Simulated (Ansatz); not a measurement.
Two shapes of singlet C₃H₃(+).

Shape 1:

```xyz
6

C     0.7904    0.0359   -0.0347
C    -0.3987    0.6637    0.0463
C    -0.3867   -0.6396    0.0256
H     1.9121   -0.0116   -0.0378
H    -0.9124    1.6294    0.0412
H    -0.9090   -1.6680   -0.0007
```

Shape 2:

```xyz
6

C     0.7245    0.0000    0.0000
C    -0.3622    0.6274    0.0000
C    -0.3622   -0.6274    0.0000
H     1.7310    0.0000    0.0000
H    -0.8655    1.4991    0.0000
H    -0.8655   -1.4991    0.0000
```

Basis set: def2-TZVP (spherical functions). Left uncorrelated: 3 orbitals. Charge 1, multiplicity 1.

Computed with Ansatz (development build ahead of 0.2.0); each method stands on the lowest determinant of its kind that the runs found.

**Question.** Which shape is lower in energy, and by how much in each method?

**Answer.**

```tsv
method	E(2) − E(1) (eV)
RHF	0.738
RHF-MP2	1.077
```

Shape 1 is lower. Caution: no unrestricted run beside it, a lower state can exist.
